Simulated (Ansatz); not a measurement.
Wavefunction methods compared: SiS (charge +1), doublet

Computed with Ansatz's Gaussian-basis code (development build); BCCD, MP3, OMP3 by scripts on PySCF. Nonrelativistic, cc-pV(T+d)Z, 10 core orbitals frozen. Perturbation and coupled-cluster methods stand on the Hartree–Fock determinant that coupled cluster favours; RHF here means ROHF, with semicanonical perturbation theory. 

Correlation energy of CCSD(T), then each method's total less that of CCSD(T), in eV:

```
       case  E corr CCSD(T)     MP2     MP3   UOMP3    CCSD    BCCD  BCCD(T)                                                                       determinant
1.942 Å RHF          -7.712  +0.977  +0.575  +0.467  +0.525  +0.466   +0.002                T1 = 0.037, 0.63 eV over the lowest such Hartree–Fock solution met
1.942 Å UHF          -7.473  +1.109  +0.584  +0.460  +0.498  +0.455   -0.003  T1 = 0.038, ⟨S²⟩ = 0.793, 0.53 eV over the lowest such Hartree–Fock solution met
```

Problem. How far does CCSDT lie from CCSD(T) in each case, and where is CCSD(T) within 1 kcal/mol (0.043 eV)?

Solution. 1.942 Å RHF: -0.029 eV (within); 1.942 Å UHF: -0.041 eV (within).

Problem. Which method comes nearest to CCSDT in total energy for 1.942 Å UHF?

Solution. BCCD(T), 0.038 eV away; next CCSD(T) (0.041 eV), last MP2 (1.150 eV).

Several Brueckner solutions were met.
